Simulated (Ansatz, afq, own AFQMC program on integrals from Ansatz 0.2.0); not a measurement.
BNH, quartet in cc-pVDZ, levels against CCSDT(Q)

```xyz
3

B     0.0000    0.1790    1.5936
N     0.0000   -0.1891   -1.1135
H     0.0000    0.7076   -1.6202
```

Connectivity, by distances: B ··· NH.

Basis cc-pVDZ. Only valence electrons are correlated. AFQMC by an in-house program on the Cholesky factors that Ansatz 0.2.0 writes for its CCSD(T) run. The CISD trial takes its coefficients from CCSD amplitudes. Released means that phaseless walkers are propagated on without the constraint, phases kept. ± is one standard error of the sampling.

Determinant: UHF, the one that the program's search chose, which needn't be the lowest solution. The geometry is a point of a scan.

No full CI on the walks' own integrals is used here; CCSDT(Q) serves as the reference and is uncertain by about the last step of the cluster series.

Cautions: lower spins were not checked; the released energies are still falling, so no released level is given (meV from the phaseless value at times in 1/Eh: -11 ± 8 at 0.24, -6 ± 8 at 0.51, -7 ± 7 at 0.99, -12 ± 10 at 1.62, -36 ± 13 at 2.40), though the last usable value meets CCSDT(Q) within the noise; the ph-AFQMC/HF walk drifts between its halves (2.2 errors).

- T1 diagnostic: 0.0114
- weight of the determinant in the CISD state: 0.895
- ⟨S²⟩ of the determinant: 3.773
- size of the correlated space: 9 electrons in 31 orbitals

```tsv
level	correlation energy (eV)
MP2	-3.8885
CCSD	-5.0105
CCSD(T)	-5.0864
```

**Question.** Estimate where phaseless AFQMC with a CISD trial lies against CCSD(T) on the same integrals.

**Answer.** 0.15 ± 0.16 kcal/mol below CCSD(T). The gap is under twice the noise, so this walk alone can't tell the two apart.

Reference: CCSDT(Q), correlation energy -5.111 eV.

```json
{"level": "CCSD(T)", "E − E(reference) (kcal/mol)": "0.56", "share of correlation (%)": "99.52"}
{"level": "CCSDT", "E − E(reference) (kcal/mol)": "0.09", "share of correlation (%)": "99.93"}
{"level": "ph-AFQMC/HF", "E − E(reference) (kcal/mol)": "3.83 ± 1.33", "share of correlation (%)": "96.75"}
{"level": "ph-AFQMC/CISD", "E − E(reference) (kcal/mol)": "0.41 ± 0.16", "share of correlation (%)": "99.65"}
```

A walk keeps the symmetry of its determinant, which the program's search chose and which needn't be the lowest solution, so a lower state of the same spin and another symmetry isn't excluded.
